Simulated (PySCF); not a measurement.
# Argon: a sound run and one with changed settings

Sound run: Ar [Ar], Ar⁺ [Ne] 3s2 3p5. Calculation: PySCF 2.14, in x2c-TZVPall; scalar relativity by spin-free X2C-1e. In the sound run the correlated levels freeze [Ne]. The sound run starts from symmetry-adapted Hartree-Fock orbitals and uses a fine grid where one is needed.

Changed run: all electrons correlated in a basis built for the valence shell.

| species | method | sound run (hartree) | changed run (hartree) | converged |
| --- | --- | --- | --- | --- |
| Ar | MP2 | -528.81721 | -528.92022 | yes |
| Ar | CCSD(T) | -528.84288 | -528.94376 | yes |
| Ar⁺ | MP2 | -528.24147 | -528.34411 | yes |
| Ar⁺ | CCSD(T) | -528.27237 | -528.37320 | yes |

Ionisation energy of Ar:

```
 method  sound run (eV)  changed run (eV)
    UHF          14.557            14.557
    MP2          15.667            15.677
SCS-MP2          15.563            15.570
   CCSD          15.484            15.485
CCSD(T)          15.524            15.526
```

A valence basis has no tight correlating functions, so it recovers only part of the core correlation, and not evenly between atom and ion.

For comparison, NIST gives 15.760 eV between the lowest levels.
